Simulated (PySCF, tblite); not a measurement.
**C5H7N: dynamics, then NMR shifts and electronic excitations on frames, part 1 of 2**

Aim: move C5H7N (`C=CC(=C)N=C`) away from its starting geometry and see how NMR shifts and electronic excitations follow the geometry.

Computed with tblite 0.8.0 and PySCF 2.14.0, with density-fitted response routines of our own, on a single molecule in the gas phase. Atoms are numbered from 0 throughout.

## 1. Starting geometry

13 atoms, charge 0, multiplicity 1; geometry from: GFN2-xTB.

Bonds of the start (Å): C0–C1 1.33, C1–C2 1.46, C2–C3 1.34, C2–N4 1.39, N4–C5 1.25, C0–H6 1.08, C0–H7 1.08, C1–H8 1.08, C3–H9 1.08, C3–H10 1.08, C5–H11 1.08, C5–H12 1.09.

## 2. A short Langevin run with GFN2-xTB

The job: settings as JSON, then the geometry in Å.

```
{"job": {"kind": "md", "xc": "GFN2-xTB", "basis": "xTB", "temperature": 300, "steps": 2000, "every": 50, "frames": 5}, "charge": 0, "multiplicity": 1}
C      2.128180     0.290608     0.424313
C      1.291919    -0.215814    -0.472438
C     -0.148038    -0.342083    -0.273444
C     -0.935813    -0.949098    -1.171802
N     -0.629664     0.092146     0.951924
C     -1.634574     0.828295     1.079303
H      1.776500     0.634629     1.382191
H      3.185303     0.364487     0.234342
H      1.650897    -0.566144    -1.430659
H     -1.991089    -1.074581    -1.000045
H     -0.529330    -1.389732    -2.064688
H     -1.972037     1.067961     2.078003
H     -2.196640     1.259812     0.245271
```

With the program's defaults for keys left out, this is: GFN2-xTB Langevin dynamics, gas phase.

On the command line:

```bash
> OMP_NUM_THREADS=1 python probes_run.py task.json out
```

One launch serves the whole session: the jobs run in the order shown.

Standard output:

```text
t/fs     T/K      E/eV
    0.0   250.0   -465.37575
   25.0   138.4   -465.13407
   50.0   197.4   -465.15078
   75.0   138.9   -465.15129
  100.0   137.9   -465.06947
  125.0   147.7   -465.04750
  150.0   183.9   -464.98959
  175.0   128.2   -464.93495
  200.0   213.8   -464.94324
  225.0   229.8   -465.01593
  250.0   232.7   -464.96593
  275.0   321.1   -464.93267
  300.0   299.3   -464.99104
  325.0   366.7   -465.04527
  350.0   292.2   -464.89944
  375.0   297.7   -465.01961
  400.0   263.2   -465.01723
  425.0   344.1   -464.98786
  450.0   327.0   -464.86043
  475.0   400.0   -465.06965
  500.0   260.7   -465.01568
  525.0   251.7   -464.98860
  550.0   252.1   -464.93592
  575.0   411.9   -464.99775
  600.0   237.0   -464.92171
  625.0   350.1   -465.08978
  650.0   271.0   -464.91312
  675.0   291.7   -464.99520
  700.0   268.0   -464.89252
  725.0   353.9   -464.94443
  750.0   286.1   -465.01500
  775.0   224.9   -464.94605
  800.0   351.0   -465.05709
  825.0   338.5   -465.00327
  850.0   307.6   -464.99650
  875.0   303.7   -464.88476
  900.0   340.0   -464.92473
  925.0   409.4   -464.80107
  950.0   361.4   -464.91911
  975.0   272.4   -464.96058
 1000.0   342.8   -464.86952
```

It took 5.8 s on 1 thread of Arm Neoverse V2, shared host; peak memory 0.18 GiB.

Distance from the start (root mean square after alignment): 0 fs 0.00 Å, 200 fs 0.21 Å, 400 fs 0.13 Å, 600 fs 0.19 Å, 800 fs 0.14 Å, 1000 fs 0.17 Å.

Positions (Å) and forces (eV/Å) at 1000 fs:

```xyz
13

C     1.039   -1.229    0.883    2.751   -0.512   -0.055
C    -0.120   -1.617    0.378    0.716    0.237    1.462
C    -1.320   -0.860    0.506   -1.719   -0.280   -0.931
C    -2.482   -1.455    0.197   -0.128   -1.095   -0.017
N    -1.381    0.461    0.874    0.831    0.502    0.362
C    -1.708    1.390    0.109    0.227    1.619    0.196
H     1.420   -0.342    1.407   -1.117   -0.098   -0.586
H     1.923   -1.892    0.706   -0.824    0.280    0.292
H    -0.222   -2.663    0.143   -0.130    0.092   -0.642
H    -3.402   -0.936    0.304   -0.516    0.249   -0.052
H    -2.557   -2.526   -0.019    0.116    0.581    0.111
H    -1.689    2.455    0.536   -0.227   -1.591   -0.643
H    -1.934    1.291   -0.973    0.020    0.015    0.503
```

## 3. Nuclear shieldings: 250 fs, PBE0/pcSseg-1

The job: settings as JSON, then the geometry in Å.

```
{"job": {"kind": "nmr", "xc": "PBE0", "basis": "pcSseg-1", "pop": false}, "charge": 0, "multiplicity": 1}
C      1.794500    -0.090400     0.490000
C      0.828700    -0.151300    -0.396100
C     -0.544900    -0.315100    -0.088600
C     -1.350700    -0.837300    -1.036800
N     -0.985400    -0.063300     1.143600
C     -1.890800     0.784600     1.318600
H      1.587300    -0.109400     1.543900
H      2.869700    -0.120200     0.246900
H      1.109000    -0.150800    -1.421800
H     -2.393200    -1.010300    -0.930400
H     -1.013500    -1.261400    -1.907400
H     -2.291000     1.037000     2.253400
H     -2.347300     1.337900     0.421700
```

Method: GIAO PBE0/pcSseg-1 NMR shielding, non-relativistic, gas phase.

Standard output:

```text
coarse grid: 10832 points
cycle   1  E = -248.9934306672  dE =  9.833e-01  |g| = 3.933e-01  |ddm| = 3.288e+00
cycle   2  E = -248.9743517696  dE =  1.908e-02  |g| = 4.933e-01  |ddm| = 7.674e-01
cycle   3  E = -249.0334944633  dE = -5.914e-02  |g| = 1.118e-01  |ddm| = 4.545e-01
cycle   4  E = -249.0361327433  dE = -2.638e-03  |g| = 3.109e-02  |ddm| = 8.696e-02
cycle   5  E = -249.0362884645  dE = -1.557e-04  |g| = 1.552e-02  |ddm| = 3.614e-02
cycle   6  E = -249.0363518121  dE = -6.335e-05  |g| = 2.640e-03  |ddm| = 1.578e-02
cycle   7  E = -249.0363532562  dE = -1.444e-06  |g| = 1.130e-03  |ddm| = 3.061e-03
final grid: 104640 points
cycle   8  E = -249.0712244293  dE = -2.943e-05  |g| = 7.006e-03  |ddm| = 3.241e-02
cycle   9  E = -249.0712180882  dE =  6.341e-06  |g| = 8.760e-03  |ddm| = 1.367e-02
cycle  10  E = -249.0712358949  dE = -1.781e-05  |g| = 2.511e-03  |ddm| = 8.589e-03
cycle  11  E = -249.0712373523  dE = -1.457e-06  |g| = 2.059e-04  |ddm| = 1.874e-03
cycle  12  E = -249.0712373576  dE = -5.328e-09  |g| = 1.350e-04  |ddm| = 2.382e-04
cycle  13  E = -249.0712373621  dE = -4.540e-09  |g| = 2.397e-05  |ddm| = 1.297e-04
cycle  14  E = -249.0712373622  dE = -1.133e-10  |g| = 1.093e-05  |ddm| = 2.699e-05
converged SCF energy = -249.0712373622

GIAO shielding tensors (ppm)
atom      isotropic    diamagn.    paramagn.     s11        s22        s33       span
  0 C       62.775     254.375    -191.600    -43.055     60.551    170.829    213.884
  1 C       48.779     253.514    -204.734    -64.804     61.780    149.362    214.166
  2 C       24.213     254.015    -229.802    -82.489     21.836    133.293    215.782
  3 C       87.773     252.028    -164.255     27.646     78.902    156.772    129.126
  4 N     -124.555     330.213    -454.767   -438.876   -156.428    221.641    660.517
  5 C       34.124     254.928    -220.804    -43.360     24.635    121.096    164.456
  6 H       26.013      31.438      -5.424     23.804     24.543     29.694      5.890
  7 H       25.855      28.742      -2.887     24.105     25.289     28.171      4.066
  8 H       25.422      32.859      -7.436     23.160     23.774     29.332      6.172
  9 H       27.944      31.250      -3.306     25.897     26.860     31.074      5.177
 10 H       28.578      33.277      -4.699     26.799     27.975     30.959      4.160
 11 H       25.138      30.328      -5.190     23.810     25.422     26.182      2.371
 12 H       23.645      29.645      -5.999     21.694     23.429     25.813      4.119
```

It took 8 s on 1 thread of Arm Neoverse V2, shared host; peak memory 0.69 GiB.

The references, computed at this level on geometries of the same kind, shield at (ppm): 1H TMS 31.72, 13C TMS 186.9, 15N NH3 267.7. Their shielding less the atom's gives the shift. The references are single molecules in the gas phase, so shifts against H2O, NH3, PH3, H3PO4 or CFCl3 are not on the usual liquid scales and can be off by tens of ppm. Each atom is listed at this fixed geometry, with no averaging over motion; a spectrum would average atoms that exchange fast.

| atoms | environment | σ (ppm) | δ (ppm) |
| --- | --- | --- | --- |
| C2 | fully substituted alkene carbon | 24.2 | 162.7 |
| C5 | C=N carbon | 34.1 | 152.8 |
| C1 | alkene CH | 48.8 | 138.1 |
| C0 | terminal =CH2 carbon | 62.8 | 124.2 |
| C3 | terminal =CH2 carbon | 87.8 | 99.2 |
| H12 | hydrogen on a C=N carbon | 23.65 | 8.07 |
| H11 | hydrogen on a C=N carbon | 25.14 | 6.58 |
| H8 | hydrogen on an alkene CH | 25.42 | 6.29 |
| H7 | hydrogen on a terminal =CH2 carbon | 25.86 | 5.86 |
| H6 | hydrogen on a terminal =CH2 carbon | 26.01 | 5.70 |
| H9 | hydrogen on a terminal =CH2 carbon | 27.94 | 3.77 |
| H10 | hydrogen on a terminal =CH2 carbon | 28.58 | 3.14 |
| N4 | imine nitrogen | -124.6 | 392.3 |

## 4. TDDFT and polarisability: 250 fs, PBE0/def2-SVPD

Settings changed since step 3:

```diff
@@ -1,2 +1,2 @@
-{"job": {"kind": "nmr", "xc": "PBE0", "basis": "pcSseg-1", "pop": false}, "charge": 0, "multiplicity": 1}
+{"job": {"kind": "uv", "xc": "PBE0", "basis": "def2-SVPD", "nstates": 5, "ntriplets": 0}, "charge": 0, "multiplicity": 1}
 C      1.794500    -0.090400     0.490000
```

Level: TDDFT PBE0/def2-SVPD, vertical, gas phase, core orbitals frozen in the response.

Standard output:

```text
coarse grid: 10832 points
cycle   1  E = -248.8568825682  dE =  9.275e-01  |g| = 3.764e-01  |ddm| = 6.245e+00
cycle   2  E = -248.8364404868  dE =  2.044e-02  |g| = 4.823e-01  |ddm| = 1.731e+00
cycle   3  E = -248.8949931513  dE = -5.855e-02  |g| = 1.080e-01  |ddm| = 8.599e-01
cycle   4  E = -248.8974979836  dE = -2.505e-03  |g| = 3.189e-02  |ddm| = 1.724e-01
cycle   5  E = -248.8976689844  dE = -1.710e-04  |g| = 1.565e-02  |ddm| = 6.309e-02
cycle   6  E = -248.8977355405  dE = -6.656e-05  |g| = 2.595e-03  |ddm| = 3.171e-02
cycle   7  E = -248.8977370127  dE = -1.472e-06  |g| = 1.080e-03  |ddm| = 6.320e-03
final grid: 104640 points
cycle   8  E = -248.9320573907  dE = -3.000e-05  |g| = 6.631e-03  |ddm| = 1.447e-01
cycle   9  E = -248.9320510199  dE =  6.371e-06  |g| = 8.435e-03  |ddm| = 2.997e-02
cycle  10  E = -248.9320681787  dE = -1.716e-05  |g| = 2.397e-03  |ddm| = 1.696e-02
cycle  11  E = -248.9320695383  dE = -1.360e-06  |g| = 2.005e-04  |ddm| = 3.395e-03
cycle  12  E = -248.9320695438  dE = -5.460e-09  |g| = 1.307e-04  |ddm| = 5.084e-04
cycle  13  E = -248.9320695481  dE = -4.355e-09  |g| = 2.410e-05  |ddm| = 2.600e-04
cycle  14  E = -248.9320695483  dE = -1.226e-10  |g| = 1.103e-05  |ddm| = 7.671e-05
converged SCF energy = -248.9320695483

Static polarisability (au): isotropic 72.028, principal 48.018 74.872 93.194

Singlet excitations
state   eV       nm        f      main configurations
  1   4.2997    288.4   0.02395   H->L 0.51, H->L+1 0.40
  2   5.1710    239.8   0.03370   H-1->L 0.69, H->L+1 0.22
  3   5.3613    231.3   0.27400   H->L 0.44, H->L+1 0.30, H-1->L+1 0.17
  4   6.1172    202.7   0.20023   H-1->L+1 0.67, H-1->L 0.16
  5   6.3746    194.5   0.01144   H->L+2 0.93
```

Run time: 11 s. Hardware: 1 thread of Arm Neoverse V2, shared host; peak memory 0.74 GiB.

The orbitals next to the gap, with their largest atomic shares:

| orbital | eV | atoms |
| --- | --- | --- |
| HOMO−3 | -9.90 | C1 18 %, C0 18 %, C2 16 % |
| HOMO−2 | -8.93 | N4 28 %, C5 22 %, C1 14 % |
| HOMO−1 | -7.83 | N4 37 %, C0 16 %, C1 15 % |
| HOMO | -6.48 | C3 32 %, C2 19 %, C0 14 % |
| LUMO | -1.02 | C5 24 %, N4 19 %, C3 18 % |
| LUMO+1 | -0.60 | N4 18 %, C0 18 %, C5 16 % |
| LUMO+2 | 0.98 | C5 28 %, C3 15 %, H12 11 % |

With each of the 5 states as a Gaussian band of 0.4 eV half-width at 1/e, the curve within the window shown has maxima at 287 nm (ε 990), 232 nm (ε 12,000), 204 nm (ε 8,800) L/(mol cm). Beyond the last state computed it falls off for lack of states. The curve at chosen wavelengths:

(nm, ε (L/mol/cm)): (186, 1427), (192, 4239), (198, 7509), (204, 8757), (210, 8059), (216, 8035), (222, 9877), (228, 11969), (234, 12223), (240, 10256), (246, 7209), (252, 4392), (258, 2457), (263, 1543), (269, 1056), (275, 944), (281, 971), (287, 995), (293, 954), (299, 846), (305, 695), (311, 532), (317, 383), (323, 261), (329, 169), (335, 105)

Ground-state properties from the same run:

| property | computed |
| --- | --- |
| dipole moment (D) | 1.10 |
| polarisability (Å³) | 10.67 |
| HOMO–LUMO gap (eV) | 5.46 |
| −ε(HOMO) (eV) | 6.48 |

## 5. NMR shieldings: 425 fs, PBE0/pcSseg-1

The job: settings as JSON, then the geometry in Å.

```
{"job": {"kind": "nmr", "xc": "PBE0", "basis": "pcSseg-1", "pop": false}, "charge": 0, "multiplicity": 1}
C      1.528400    -0.527000     0.822000
C      0.520000    -0.699200    -0.047500
C     -0.885800    -0.524200     0.322400
C     -1.928400    -0.794600    -0.560100
N     -1.328800    -0.190300     1.605300
C     -1.950700     0.897300     1.801300
H      1.349200    -0.332300     1.843800
H      2.551100    -0.552900     0.452300
H      0.623300    -0.823000    -1.092900
H     -3.011800    -0.582400    -0.350400
H     -1.741500    -1.272900    -1.485200
H     -2.318600     1.049100     2.810200
H     -2.007700     1.726200     1.149200
```

Method: GIAO PBE0/pcSseg-1 NMR shielding, non-relativistic, gas phase.

Standard output:

```text
coarse grid: 10832 points
cycle   1  E = -249.0044595464  dE =  6.949e-01  |g| = 3.496e-01  |ddm| = 3.230e+00
cycle   2  E = -248.9929422345  dE =  1.152e-02  |g| = 4.284e-01  |ddm| = 6.487e-01
cycle   3  E = -249.0360804020  dE = -4.314e-02  |g| = 9.944e-02  |ddm| = 3.596e-01
cycle   4  E = -249.0381186441  dE = -2.038e-03  |g| = 2.991e-02  |ddm| = 7.660e-02
cycle   5  E = -249.0382688612  dE = -1.502e-04  |g| = 1.436e-02  |ddm| = 3.107e-02
cycle   6  E = -249.0383209788  dE = -5.212e-05  |g| = 3.052e-03  |ddm| = 1.426e-02
cycle   7  E = -249.0383230451  dE = -2.066e-06  |g| = 1.092e-03  |ddm| = 3.292e-03
final grid: 104640 points
cycle   8  E = -249.0735411826  dE = -2.896e-05  |g| = 7.063e-03  |ddm| = 2.722e-02
cycle   9  E = -249.0735329229  dE =  8.260e-06  |g| = 9.147e-03  |ddm| = 1.441e-02
cycle  10  E = -249.0735526358  dE = -1.971e-05  |g| = 2.888e-03  |ddm| = 9.236e-03
cycle  11  E = -249.0735546395  dE = -2.004e-06  |g| = 1.500e-04  |ddm| = 2.092e-03
cycle  12  E = -249.0735546422  dE = -2.710e-09  |g| = 9.860e-05  |ddm| = 1.799e-04
cycle  13  E = -249.0735546446  dE = -2.412e-09  |g| = 2.788e-05  |ddm| = 9.630e-05
cycle  14  E = -249.0735546448  dE = -1.724e-10  |g| = 9.711e-06  |ddm| = 2.952e-05
converged SCF energy = -249.0735546448

GIAO shielding tensors (ppm)
atom      isotropic    diamagn.    paramagn.     s11        s22        s33       span
  0 C       62.225     254.870    -192.645    -49.232     61.921    173.986    223.218
  1 C       44.457     254.437    -209.980    -71.203     54.476    150.096    221.299
  2 C        8.696     255.029    -246.333   -103.270      9.866    119.491    222.761
  3 C       71.761     253.319    -181.558      4.768     74.459    136.056    131.289
  4 N     -159.988     329.374    -489.362   -473.645   -203.290    196.971    670.616
  5 C       30.906     254.306    -223.400    -55.384     18.868    129.232    184.616
  6 H       26.140      32.190      -6.050     22.743     25.361     30.315      7.572
  7 H       25.967      29.649      -3.682     23.424     25.355     29.122      5.698
  8 H       25.172      33.833      -8.661     22.416     24.322     28.780      6.364
  9 H       26.330      29.482      -3.151     24.456     24.969     29.566      5.110
 10 H       27.761      32.584      -4.822     26.115     26.432     30.737      4.622
 11 H       24.691      28.256      -3.565     23.534     24.181     26.358      2.825
 12 H       24.436      32.908      -8.472     21.514     25.453     26.342      4.828
```

It took 7.8 s on 1 thread of Arm Neoverse V2, shared host; peak memory 0.69 GiB.

This run: δ C2 178.2, C5 156.0, C1 142.5, C0 124.7, H12 7.28, H11 7.03 ppm.

## 6. Excited states and response: 425 fs, PBE0/def2-SVPD

Settings changed since step 5:

```diff
@@ -1,2 +1,2 @@
-{"job": {"kind": "nmr", "xc": "PBE0", "basis": "pcSseg-1", "pop": false}, "charge": 0, "multiplicity": 1}
+{"job": {"kind": "uv", "xc": "PBE0", "basis": "def2-SVPD", "nstates": 5, "ntriplets": 0}, "charge": 0, "multiplicity": 1}
 C      1.528400    -0.527000     0.822000
```

Level: TDDFT PBE0/def2-SVPD, vertical, gas phase, core orbitals frozen in the response.

Standard output:

```text
coarse grid: 10832 points
cycle   1  E = -248.8692526849  dE =  6.394e-01  |g| = 3.331e-01  |ddm| = 5.815e+00
cycle   2  E = -248.8570471445  dE =  1.221e-02  |g| = 4.156e-01  |ddm| = 1.502e+00
cycle   3  E = -248.8990618647  dE = -4.201e-02  |g| = 9.577e-02  |ddm| = 7.585e-01
cycle   4  E = -248.9009914510  dE = -1.930e-03  |g| = 3.025e-02  |ddm| = 1.663e-01
cycle   5  E = -248.9011493253  dE = -1.579e-04  |g| = 1.466e-02  |ddm| = 6.348e-02
cycle   6  E = -248.9012056123  dE = -5.629e-05  |g| = 2.931e-03  |ddm| = 2.674e-02
cycle   7  E = -248.9012075946  dE = -1.982e-06  |g| = 1.048e-03  |ddm| = 6.064e-03
final grid: 104640 points
cycle   8  E = -248.9358409450  dE = -2.924e-05  |g| = 6.689e-03  |ddm| = 1.179e-01
cycle   9  E = -248.9358323841  dE =  8.561e-06  |g| = 8.891e-03  |ddm| = 2.977e-02
cycle  10  E = -248.9358517225  dE = -1.934e-05  |g| = 2.747e-03  |ddm| = 1.694e-02
cycle  11  E = -248.9358535738  dE = -1.851e-06  |g| = 1.470e-04  |ddm| = 3.706e-03
cycle  12  E = -248.9358535765  dE = -2.707e-09  |g| = 1.001e-04  |ddm| = 4.085e-04
cycle  13  E = -248.9358535791  dE = -2.535e-09  |g| = 2.838e-05  |ddm| = 1.968e-04
cycle  14  E = -248.9358535793  dE = -1.887e-10  |g| = 9.552e-06  |ddm| = 6.858e-05
converged SCF energy = -248.9358535793

Static polarisability (au): isotropic 74.816, principal 49.247 77.258 97.943

Singlet excitations
state   eV       nm        f      main configurations
  1   4.0947    302.8   0.01775   H->L+1 0.91
  2   4.9182    252.1   0.22582   H->L 0.76, H-1->L 0.17
  3   5.3288    232.7   0.03799   H-1->L+1 0.74, H->L 0.10, H-1->L 0.08
  4   5.8892    210.5   0.29633   H-1->L 0.69, H-1->L+1 0.13, H->L 0.10
  5   6.2141    199.5   0.00657   H->L+2 0.96
```

Wall time 11 s (1 thread of Arm Neoverse V2, shared host); peak memory 0.74 GiB.

In short: HOMO -6.37 eV, LUMO -1.09 eV; lowest singlet 4.09 eV.

## 7. NMR shieldings: 625 fs, PBE0/pcSseg-1

The job: settings as JSON, then the geometry in Å.

```
{"job": {"kind": "nmr", "xc": "PBE0", "basis": "pcSseg-1", "pop": false}, "charge": 0, "multiplicity": 1}
C      1.252900    -0.893300     1.320600
C      0.435000    -1.206100     0.318300
C     -0.888300    -0.588800     0.211400
C     -1.884200    -1.202200    -0.469500
N     -1.137700     0.402700     1.146100
C     -1.932200     1.371500     0.983100
H      1.037000    -0.076000     2.022800
H      2.268100    -1.294600     1.377800
H      0.558200    -1.861300    -0.480800
H     -2.836700    -0.809200    -0.521500
H     -1.706300    -2.107500    -1.005700
H     -2.207600     1.961200     1.828700
H     -2.338200     1.658300     0.032300
```

With the program's defaults for keys left out, this is: GIAO PBE0/pcSseg-1 NMR shielding, non-relativistic, gas phase.

Standard output:

```text
coarse grid: 10832 points
cycle   1  E = -249.0008025179  dE =  8.157e-01  |g| = 3.718e-01  |ddm| = 3.258e+00
cycle   2  E = -248.9862915317  dE =  1.451e-02  |g| = 4.584e-01  |ddm| = 7.287e-01
cycle   3  E = -249.0365306423  dE = -5.024e-02  |g| = 1.084e-01  |ddm| = 4.270e-01
cycle   4  E = -249.0389685981  dE = -2.438e-03  |g| = 3.144e-02  |ddm| = 8.285e-02
cycle   5  E = -249.0391307706  dE = -1.622e-04  |g| = 1.529e-02  |ddm| = 3.698e-02
cycle   6  E = -249.0391918879  dE = -6.112e-05  |g| = 2.707e-03  |ddm| = 1.536e-02
cycle   7  E = -249.0391934508  dE = -1.563e-06  |g| = 1.066e-03  |ddm| = 2.968e-03
final grid: 104640 points
cycle   8  E = -249.0744236965  dE = -3.014e-05  |g| = 7.138e-03  |ddm| = 2.864e-02
cycle   9  E = -249.0744160990  dE =  7.598e-06  |g| = 9.126e-03  |ddm| = 1.533e-02
cycle  10  E = -249.0744356686  dE = -1.957e-05  |g| = 2.758e-03  |ddm| = 9.634e-03
cycle  11  E = -249.0744374447  dE = -1.776e-06  |g| = 1.583e-04  |ddm| = 2.032e-03
cycle  12  E = -249.0744374482  dE = -3.547e-09  |g| = 8.533e-05  |ddm| = 1.661e-04
cycle  13  E = -249.0744374499  dE = -1.734e-09  |g| = 3.045e-05  |ddm| = 9.673e-05
cycle  14  E = -249.0744374502  dE = -2.260e-10  |g| = 8.766e-06  |ddm| = 3.045e-05
converged SCF energy = -249.0744374502

GIAO shielding tensors (ppm)
atom      isotropic    diamagn.    paramagn.     s11        s22        s33       span
  0 C       62.483     254.227    -191.743    -43.277     58.550    172.177    215.455
  1 C       45.436     254.164    -208.729    -63.157     50.622    148.842    211.999
  2 C       20.742     253.105    -232.363    -83.567     18.331    127.460    211.027
  3 C       85.737     254.065    -168.329     20.026     76.557    160.627    140.601
  4 N     -145.194     328.544    -473.738   -489.118   -178.021    231.557    720.675
  5 C       34.362     254.210    -219.847    -56.573     24.839    134.820    191.393
  6 H       24.689      30.565      -5.876     22.429     23.613     28.024      5.594
  7 H       26.052      28.730      -2.678     24.037     25.312     28.806      4.768
  8 H       25.493      33.572      -8.079     22.298     24.961     29.219      6.922
  9 H       28.094      32.419      -4.326     25.804     26.807     31.671      5.867
 10 H       27.532      31.646      -4.114     25.527     26.830     30.239      4.712
 11 H       24.588      29.740      -5.152     23.348     24.248     26.168      2.820
 12 H       24.054      32.179      -8.125     21.318     24.482     26.363      5.045
```

Run time: 7.7 s. Hardware: 1 thread of Arm Neoverse V2, shared host; peak memory 0.69 GiB.

Key values: δ C2 166.2, C5 152.6, C1 141.5, C0 124.4, H12 7.66, H11 7.13 ppm.

(Continued in part 2 of 2.)
